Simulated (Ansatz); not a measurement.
**CH7BSi: vertical ionisation energy**

An exercise on one series of results from a longer session: the logs are not shown, and one member is left open.

Method: unrestricted cation, the program's frozen cores in correlated methods; program: Ansatz 0.2.0, Gaussian basis.

Levels to be run: UKS PBE-D4/def2-TZVPP; UKS r2SCAN-D4/def2-TZVPP; UKS PBE0-D4/def2-TZVPP; UKS B3LYP-D4/def2-TZVPP; UKS wB97X-V/def2-TZVPP; UKS wB97M-V/def2-TZVPP; UKS B2PLYP/def2-TZVPP; UHF-MP2/def2-TZVPP; UHF-MP2/def2-QZVPP; then −ε(HOMO) from the neutral's earlier runs with LDA (SPW92), PBE-D4, revPBE-D4, BLYP-D4, r2SCAN-D4, B97M-V, PBE0-D4, B3LYP-D4, r2SCANh-D4, r2SCAN0-D4, HSE06-D4, BHLYP-D4, CAM-B3LYP-D4, LC-ωPBE, ωB97X-V, ωB97M-V.

1 further run of the same task is left out (it didn't finish).

## The geometry

The geometry comes from an earlier relaxation with PBE0-D4 in a triple-zeta def2 set; it is a stationary point, not always the lowest conformer.

SMILES `BC[SiH3]`, 10 atoms, charge 0, spin multiplicity 1.

Atoms are counted from 1 here; the program's logs count them from 0.

Bond lengths: B1–C2 1.532 Å, B1–H4 1.198 Å, B1–H5 1.198 Å, C2–Si3 1.896 Å, C2–H6 1.094 Å, C2–H7 1.094 Å, Si3–H8 1.486 Å, Si3–H9 1.486 Å, Si3–H10 1.486 Å. Angles: C2–B1–H4 120.7°, C2–B1–H5 120.6°, H4–B1–H5 118.6°, B1–C2–Si3 106.4°, B1–C2–H6 115.0°, B1–C2–H7 115.0°, Si3–C2–H6 104.4°, Si3–C2–H7 104.2°, H6–C2–H7 110.5°, C2–Si3–H8 110.8°, C2–Si3–H9 108.7°, C2–Si3–H10 111.0°, H8–Si3–H9 108.8°, H8–Si3–H10 108.7°, H9–Si3–H10 108.7°.

Set-up of the first run:

in.yaml

```yaml
crystal:
  periodic: [false, false, false]
  atoms:
    - {symbol: B, position_ang: [-0.216279, -0.872890, -1.238163]}
    - {symbol: C, position_ang: [0.452826, -0.694453, 0.128532]}
    - {symbol: Si, position_ang: [-0.099666, 0.999903, 0.776868]}
    - {symbol: H, position_ang: [-1.316220, -1.340167, -1.323453]}
    - {symbol: H, position_ang: [0.319424, -0.480992, -2.235510]}
    - {symbol: H, position_ang: [1.544936, -0.634019, 0.104892]}
    - {symbol: H, position_ang: [0.124017, -1.397063, 0.900228]}
    - {symbol: H, position_ang: [-1.573595, 1.041799, 0.957884]}
    - {symbol: H, position_ang: [0.550734, 1.243095, 2.090669]}
    - {symbol: H, position_ang: [0.296923, 2.083687, -0.158947]}
basis:
  gaussian: {orbitals: def2-TZVPP}
total_charge: 1
magnetization: {spin_polarized: true, initial_magnetization: 1}
hamiltonian: {xc: pbe, dispersion: d4}
```

On the command line:

```
$ ansatz run in.yaml --threads 2 --pin off --events-out ev --progress --plain --max-ram 4352MiB
```

Among the steps run: Cation, UKS PBE-D4/def2-TZVPP; Cation, UKS r2SCAN-D4/def2-TZVPP; Cation, UKS PBE0-D4/def2-TZVPP; Cation, UKS B3LYP-D4/def2-TZVPP; Cation, UKS wB97X-V/def2-TZVPP; Cation, UKS wB97M-V/def2-TZVPP; Cation, UKS B2PLYP (frozen core)/def2-TZVPP; Cation, UHF-MP2/def2-TZVPP; Cation, UHF-MP2/def2-QZVPP.

One of the session's tables, all rows but one given; the rest of the session is left out.

For comparison, −ε(HOMO) of the neutral from earlier runs:

```
  functional  −ε(HOMO) (eV)
 LDA (SPW92)           7.65
      PBE-D4           7.67
   revPBE-D4           7.66
     BLYP-D4           7.63
   r2SCAN-D4           8.00
      B97M-V           8.11
     PBE0-D4           9.05
    B3LYP-D4           8.82
  r2SCANh-D4              ?
  r2SCAN0-D4           9.23
    HSE06-D4           8.64
    BHLYP-D4          10.21
CAM-B3LYP-D4          10.42
     LC-ωPBE          11.81
     ωB97X-V          11.43
     ωB97M-V          11.29
```

Q: Estimate the row for r2SCANh-D4 from the others.

Worked estimate for «−ε(HOMO) (eV)». Against the share of exact exchange, r2SCAN-D4 (0, 8.00), r2SCAN0-D4 (0.25, 9.23) give a slope of 4.92 per unit share; at 0.1 the line stands at 8.49.

**Answer.** −ε(HOMO) (eV): 8.52. In «−ε(HOMO) (eV)» the line misses by -0.03.

To keep in mind: The cation may have settled in a state other than its lowest; no search over hole states beyond the program's own was made.
